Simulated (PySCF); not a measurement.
**SiH8NO(+): silanol and ammonium**

A complex built from silanol and ammonium; charge +1, singlet.

| part | name | SMILES | atoms | charge | multiplicity |
| --- | --- | --- | --- | --- | --- |
| 1 | silanol | O[SiH3] | 1–6 | 0 | 1 |
| 2 | ammonium | [NH4+] | 7–11 | +1 | 1 |

```xyz
11

O     0.654    0.580    0.532
Si   -0.616   -0.039   -0.475
H     1.512    0.147    0.468
H    -1.725    0.892   -0.139
H    -0.187    0.073   -1.890
H    -0.902   -1.434   -0.064
N     0.256    2.608    2.129
H    -0.248    2.294    2.962
H     1.130    3.053    2.420
H    -0.316    3.300    1.638
H     0.459    1.763    1.474
```
(Å; atoms numbered from 1)

In these coordinates O1···H11 is 1.525 Å. Part 2 is then moved rigidly along that line, all else held; at short range other atoms may come into contact.

The starting structure comes from a short search with a few starts; no frequency run checks that it is a minimum, and another way of binding may lie lower.

Computed with PySCF: GIAO PBE0/pcSseg-1 NMR shielding, non-relativistic, gas phase. The geometry comes from PBE0-D3(BJ)/def2-SVPD.

Δδ = σ(isolated, relaxed part) − σ(cluster), in ppm. The parts keep the shape that they have in the complex, so Δδ needn't reach zero at long range.

| O1···H11 (Å) | O1 | H3 | H8 | H9 | H10 | H11 |
| --- | --- | --- | --- | --- | --- | --- |
| 1.220 | ? | ? | ? | ? | ? | ? |
| 1.296 | +32.1 | +2.18 | -1.70 | -1.73 | -1.58 | +12.98 |
| 1.373 | ? | ? | ? | ? | ? | ? |
| 1.449 | +22.7 | +1.78 | -1.41 | -1.44 | -1.31 | +10.24 |
| 1.525 | +18.3 | +1.61 | -1.28 | -1.32 | -1.19 | +9.08 |
| 1.601 | +14.3 | +1.45 | -1.17 | -1.21 | -1.09 | +8.05 |
| 1.677 | +10.6 | +1.31 | -1.08 | -1.11 | -1.01 | +7.16 |
| 1.906 | +2.1 | +0.95 | -0.85 | -0.88 | -0.80 | +5.21 |
| 2.287 | -5.3 | +0.54 | -0.59 | -0.62 | -0.56 | +3.55 |
| 3.050 | -6.0 | +0.17 | -0.31 | -0.33 | -0.30 | +2.53 |
| 4.575 | -0.3 | 0.00 | -0.16 | -0.17 | -0.16 | +2.23 |

(1) Fill in the withheld rows.

Results:

(1) 
| O1···H11 (Å) | O1 | H3 | H8 | H9 | H10 | H11 |
| --- | --- | --- | --- | --- | --- | --- |
| 1.220 | +37.1 | +2.41 | -1.87 | -1.90 | -1.73 | +14.51 |
| 1.373 | +27.3 | +1.97 | -1.55 | -1.58 | -1.44 | +11.55 |

The 11 runs took 2.1 min in all, one thread each of Intel Xeon on a shared host, launched as `OMP_NUM_THREADS=1 python cluster_run.py task.json out`.
